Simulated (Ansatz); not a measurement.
The same path of C$_{4}$H$_{7}$NO (13 atoms, charge 0, multiplicity 1) was run 3 times with different band settings. Lost on the way: C1–H8. Made: N3–H8.

All numbers below come from Ansatz, RKS PBE-D4/6-31G.

Relaxed end points:

```xyz
13
Properties=species:S:1:pos:R:3
C -1.382 -0.837 1.467
C -0.396 -0.364 0.459
N 0.532 -1.065 -0.114
C 1.267 -0.143 -1.043
C 0.570 1.246 -0.900
O -0.511 1.004 0.114
H -1.236 -1.910 1.646
H -2.412 -0.657 1.115
H -1.259 -0.287 2.416
H 2.332 -0.112 -0.754
H 1.208 -0.541 -2.070
H 0.081 1.596 -1.822
H 1.225 2.035 -0.500
```

```xyz
13
Properties=species:S:1:pos:R:3
C -1.365 -0.524 1.768
C -0.577 -0.165 0.733
N -0.081 -0.929 -0.332
C 0.977 -0.215 -1.052
C 0.550 1.237 -0.763
O -0.096 1.159 0.571
H -1.675 -1.559 1.909
H -0.157 -1.939 -0.333
H -1.709 0.226 2.476
H 1.993 -0.422 -0.652
H 0.966 -0.446 -2.129
H -0.191 1.594 -1.500
H 1.384 1.947 -0.681
```

Common settings: climbing image yes; spring 5.0 eV/Å²; optimiser quadratic models (default); start path through a guess of the saddle point; end points relaxed.

| run | movable images | force threshold | iteration limit |
| --- | --- | --- | --- |
| 1 | 9 | 0.05 eV/Å | 32 |
| 2 | 3 | 0.05 eV/Å | 60 |
| 3 | 9 | 0.5 eV/Å | 32 |

What does each run give, and how far can it be trusted?

Run 1: converged after 19 iterations, highest image 3.059 eV above the first end. The profile has 2 maxima (images 2, 7) with wells between them (image 4): this band takes more than one step, which may be the mechanism or a detour left from its start path. Neighbouring images differ by up to 2.4 eV, so the band resolves the path poorly. A vibrational analysis at the climbing image gives one clearly imaginary mode, 1723i cm⁻¹: a first-order saddle point.
Run 2: converged after 31 iterations, highest image 3.059 eV above the first end. Neighbouring images differ by up to 3.0 eV, so the band resolves the path poorly. Another band between the same ends (9 images) ends at a top of the same energy, where a vibrational analysis finds 1 clearly imaginary mode. So few images can step over the top or miss a turn of the path.
Run 3: converged after 15 iterations, highest image 3.064 eV above the first end. The threshold of 0.5 eV/Å is loose, so the images may lie well off the minimum-energy path. The profile has 2 maxima (images 2, 7) with wells between them (image 4): this band takes more than one step, which may be the mechanism or a detour left from its start path. Neighbouring images differ by up to 2.3 eV, so the band resolves the path poorly. The order of the stationary point at the top wasn't checked.
The orbitals stay closed-shell, which can raise the energy where a bond breaks towards radicals; this wasn't checked here. Limits of this set-up: no polarisation functions.
